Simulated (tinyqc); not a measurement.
Worked calculation: extended Hueckel theory, for BH+. The parameters take no account of the charge, which enters only through the electron count. One step of it, computed by the program tinyqc.

Question. Mulliken analysis. P = C n C^T; charge = valence electrons (B 3, H 1) minus the sum of (P S)_ii on the atom; overlap population = 2 sum P_ij S_ij between two atoms.

coefficients:
```
,MO1,MO2,MO3,MO4,MO5
1B 2s,0.692421,0.632867,0.000000,0.000000,-0.659628
1B 2px,0.000000,0.000000,-0.155535,0.987830,0.000000
1B 2py,0.000000,0.000000,0.987830,0.155535,0.000000
1B 2pz,0.013661,-0.545684,0.000000,0.000000,-1.055654
2H 1s,0.479790,-0.552964,0.000000,0.000000,1.091546
```

occupations: 2.000000  1.000000  0.000000  0.000000  0.000000

overlap S:
```
,1B 2s,1B 2px,1B 2py,1B 2pz,2H 1s
1B 2s,1.000000,0.000000,0.000000,0.000000,0.427077
1B 2px,0.000000,1.000000,0.000000,0.000000,0.000000
1B 2py,0.000000,0.000000,1.000000,0.000000,0.000000
1B 2pz,0.000000,0.000000,0.000000,1.000000,0.488583
2H 1s,0.427077,0.000000,0.000000,0.488583,1.000000
```

Give: charges; Overlap populations.

Answer.

charges: 1B 1.054, 2H -0.054

Overlap populations:
```
pair,value
2-1,0.576277
```
